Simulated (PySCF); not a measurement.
**water and methanol**

A gas-phase complex of water and methanol; neutral, singlet. The structure comes from a short search (a few tight-binding starts) and was relaxed by PBE0-D3(BJ)/def2-SVPD; another way of binding may lie lower. No frequency run checks that it is a minimum.

```json
{"part": "1", "name": "water", "SMILES": "O", "atoms": "1–3", "charge": "0", "multiplicity": "1"}
{"part": "2", "name": "methanol", "SMILES": "CO", "atoms": "4–9", "charge": "0", "multiplicity": "1"}
```

```xyz
9

O    -0.007    0.313    0.017
H    -0.882    0.082   -0.338
H     0.420   -0.523    0.214
C    -2.608    0.290   -2.447
O    -2.573   -0.089   -1.087
H    -3.595    0.097   -2.897
H    -1.863   -0.322   -2.970
H    -2.344    1.351   -2.587
H    -3.206    0.432   -0.586
```
(Å; atoms numbered from 1)

Contacts between parts, classed by geometry: H2···O5 1.858 Å (hydrogen bond, 171°).

Interaction energies are complex less parts, with the parts frozen as they stand in it; counterpoise-corrected, in kcal/mol (PySCF). The CCSD(T) estimate is Hartree-Fock/aug-cc-pVTZ, plus the MP2 correlation part extrapolated as X⁻³ from aug-cc-pVDZ and aug-cc-pVTZ, plus CCSD(T) less MP2 in aug-cc-pVDZ; noble-gas cores are frozen. It isn't the exact limit.

(1) How strongly do the parts interact, level by level?

(2) What holds them together? Decompose the MP2/aug-cc-pVTZ energy: frozen parts, their antisymmetrised product, then relaxation.

Answers

(1) 
```json
{"level": "Hartree-Fock/aug-cc-pVTZ", "interaction": "-3.54", "superposition error removed": "-"}
{"level": "MP2/aug-cc-pVTZ", "interaction": "-5.33", "superposition error removed": "-0.61"}
{"level": "CCSD(T), estimated basis limit", "interaction": "-5.39", "superposition error removed": "-"}
```

(2) electrostatic -10.2, Pauli repulsion +9.9, orbital relaxation -3.3, correlation -2.3 kcal/mol, which sum to the value before the counterpoise correction, the first three by Hartree-Fock. Of the attraction, 64 % is electrostatic, 21 % is orbital relaxation, 15 % is correlation.
